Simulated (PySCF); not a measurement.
**Ionisation energy of Cl by level of theory**

Cl [Ne] 3s2 3p5 (2P) → Cl+ [Ne] 3s2 3p4 (3P), as a difference of total energies. Computed with PySCF 2.14 in def2-QZVPPD (10s7p5d2f1g, 79 functions), with no relativity, point nucleus. Correlated levels: valence: [Ne] frozen. The calculations carry no spin-orbit coupling.

```json
{"method": "UHF", "ionisation energy (eV)": "11.764"}
{"method": "MP2 (valence)", "ionisation energy (eV)": "12.847"}
{"method": "SCS-MP2 (valence)", "ionisation energy (eV)": "12.862"}
{"method": "CCSD (valence)", "ionisation energy (eV)": "12.819"}
{"method": "CCSD(T) (valence)", "ionisation energy (eV)": "12.873"}
```

**Question.** How much does correlation contribute at CCSD(T) (valence)?

**Answer.** 12.873 − (11.764) = 1.109 eV, measured against UHF.

Errors of the correlated levels include the incompleteness of this basis and the frozen core.

For comparison: 12.974 eV (measured; NIST levels, between the centres of gravity of the two terms).
